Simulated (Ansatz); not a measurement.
A calculation with Ansatz (development build ahead of 0.2.0).

```yaml
crystal:
  periodic: [false, false, false]
  atoms:
    - { symbol: C, position_ang: [0.33876, -0.57865, 0.17918] }
    - { symbol: C, position_ang: [-0.39619, 0.64586, -0.22516] }
    - { symbol: H, position_ang: [-0.06358, 1.65635, 0.05036] }
    - { symbol: H, position_ang: [-1.14116, 0.55703, -0.94745] }
    - { symbol: H, position_ang: [1.32206, -0.67716, -0.27993] }
    - { symbol: H, position_ang: [0.49894, -0.59131, 1.24839] }
    - { symbol: H, position_ang: [-0.28534, -1.48071, -0.04908] }
basis:
  gaussian: { orbitals: def2-SVP }
magnetization:
  spin_polarized: true
  initial_magnetization: 1
hamiltonian:
  xc: hf
output:
  forces: true
```

The input is written out in the form of the current development build from the run's settings.

The run gave:

```json
{"Converged": "yes", "Total energy": "-78.54009 hartree", "Spin squared of the determinant": "0.762", "Stability test": "minimum"}
```

Forces (eV/Å):
```json
{"atom": "C1", "Fx": "-0.783", "Fy": "-0.878", "Fz": "0.129"}
{"atom": "C2", "Fx": "1.181", "Fy": "0.792", "Fz": "0.940"}
{"atom": "H3", "Fx": "-0.099", "Fy": "-0.579", "Fz": "-0.083"}
{"atom": "H4", "Fx": "-1.323", "Fy": "0.085", "Fz": "-1.248"}
{"atom": "H5", "Fx": "0.086", "Fy": "-0.085", "Fz": "-0.256"}
{"atom": "H6", "Fx": "0.172", "Fy": "-0.007", "Fz": "0.485"}
{"atom": "H7", "Fx": "0.766", "Fy": "0.671", "Fz": "0.033"}
```
